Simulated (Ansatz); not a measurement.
We consider 1T (CdI2-type) ZrSe2, described by RPBE (Ansatz, a quantum-chemistry and plane-wave program, plane waves, PAW).

Numerical settings: plane-wave cutoff 520 eV, 12×12×6 k mesh (along the axes of the cell as run), Fermi–Dirac smearing 0.01 eV, scalar-relativistic PAW data made under PBE.

Cell (relaxed at this level):

```cif
data_Se2Zr
_chemical_formula_sum 'Zr1 Se2'
_space_group_name_H-M_alt 'P-3m1'
_space_group_IT_number 164
_space_group_name_Hall '-P 3 2"'
_cell_length_a 3.83848
_cell_length_b 3.83848
_cell_length_c 8.20122
_cell_angle_alpha 90.000
_cell_angle_beta 90.000
_cell_angle_gamma 120.000
loop_
_atom_site_label
_atom_site_type_symbol
_atom_site_symmetry_multiplicity
_atom_site_Wyckoff_symbol
_atom_site_fract_x
_atom_site_fract_y
_atom_site_fract_z
_atom_site_occupancy
Zr1 Zr 1 a 0.00000 0.00000 0.00000 1
Se1 Se 2 d 0.33333 0.66667 0.19308 1
```

Q: Give the computed band gap and smallest direct gap on the k points sampled.

A: 
* **band gap**: 0.60 eV
* **smallest direct gap on the k points sampled**: 1.18 eV

Measured, for comparison: band gap 1.18 eV (temperature not stated, no zero-point or thermal correction, fundamental, indirect, our sources range from 0.90 to 1.20; as tabulated in Rybak et al. (2022), arXiv:2210.12074).

Note: for a layered or molecular solid the relaxed cell lies over 5 % above the published volume, where the minimum can be shallow; the cell comes from a level without a dispersion term, which matters for the spacing of layers, chains or molecules.

Spin–orbit coupling is not included.
